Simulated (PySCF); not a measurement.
System (SMILES): ClCCl.
Geometry (B3LYP-D3(BJ)/def2-TZVP, fixed):
```
C
H 1 1.0832
H 1 1.0832 2 111.91
Cl 1 1.7804 2 108.02 3 118.77
Cl 1 1.7804 2 108.02 3 -118.77
```
Charge 0, spin multiplicity 1.

Basis-set convergence of the mean static polarisability at PBE0 with PySCF. All functions are spherical. Density fitting with generated auxiliary sets. In sets without p functions on hydrogen, species with hydrogen take exact integrals. No added dispersion term, no relativity. Reference: the value in aug-pcseg-2, 43.50 bohr³, itself unsure by roughly 0.1 % (its distance from aug-cc-pV(T+d)Z). Deviations are taken from unrounded values.

```json
[
 {"basis": "6-31G*", "functions": "54", "mean static polarisability (bohr³)": "29.11"},
 {"basis": "6-31+G*", "functions": "66", "mean static polarisability (bohr³)": "34.15"},
 {"basis": "def2-SVP", "functions": "60", "mean static polarisability (bohr³)": "27.96"},
 {"basis": "def2-SVPD", "functions": "90", "mean static polarisability (bohr³)": "42.60"},
 {"basis": "pcseg-1", "functions": "60", "mean static polarisability (bohr³)": "30.69"},
 {"basis": "aug-pcseg-1", "functions": "95", "mean static polarisability (bohr³)": "43.10"},
 {"basis": "cc-pV(D+d)Z", "functions": "70", "mean static polarisability (bohr³)": "29.47"},
 {"basis": "aug-cc-pV(D+d)Z", "functions": "105", "mean static polarisability (bohr³)": "42.15"},
 {"basis": "6-311G**", "functions": "82", "mean static polarisability (bohr³)": "30.16"},
 {"basis": "6-311+G**", "functions": "94", "mean static polarisability (bohr³)": "34.77"},
 {"basis": "def2-TZVP", "functions": "117", "mean static polarisability (bohr³)": "35.96"},
 {"basis": "def2-TZVPD", "functions": "147", "mean static polarisability (bohr³)": "43.53"},
 {"basis": "pcseg-2", "functions": "126", "mean static polarisability (bohr³)": "34.24"},
 {"basis": "aug-pcseg-2", "functions": "192", "mean static polarisability (bohr³)": "43.50"},
 {"basis": "cc-pV(T+d)Z", "functions": "136", "mean static polarisability (bohr³)": "35.71"},
 {"basis": "aug-cc-pV(T+d)Z", "functions": "202", "mean static polarisability (bohr³)": "43.44"},
 {"basis": "def2-TZVPP", "functions": "143", "mean static polarisability (bohr³)": "36.38"},
 {"basis": "def2-TZVPPD", "functions": "173", "mean static polarisability (bohr³)": "43.59"},
 {"basis": "def2-QZVPP", "functions": "257", "mean static polarisability (bohr³)": "40.41"},
 {"basis": "def2-QZVPPD", "functions": "287", "mean static polarisability (bohr³)": "43.76"}
]
```

What the diffuse functions change, pair by pair:
- 6-31G* to 6-31+G*: 12 more functions, deviation -33.1 to -21.5 %
- def2-SVP to def2-SVPD: 30 more functions, deviation -35.7 to -2.1 %
- pcseg-1 to aug-pcseg-1: 35 more functions, deviation -29.4 to -0.9 %
- cc-pV(D+d)Z to aug-cc-pV(D+d)Z: 35 more functions, deviation -32.3 to -3.1 %
- 6-311G** to 6-311+G**: 12 more functions, deviation -30.7 to -20.1 %
- def2-TZVP to def2-TZVPD: 30 more functions, deviation -17.3 to 0.1 %
- pcseg-2 to aug-pcseg-2: 66 more functions, deviation -21.3 to 0.0 %
- cc-pV(T+d)Z to aug-cc-pV(T+d)Z: 66 more functions, deviation -17.9 to -0.1 %
- def2-TZVPP to def2-TZVPPD: 30 more functions, deviation -16.4 to 0.2 %
- def2-QZVPP to def2-QZVPPD: 30 more functions, deviation -7.1 to 0.6 %

Leaving out the reference's own pair, they bring the value nearer the reference by more than 0.1 % in 9 of 9 pairs.
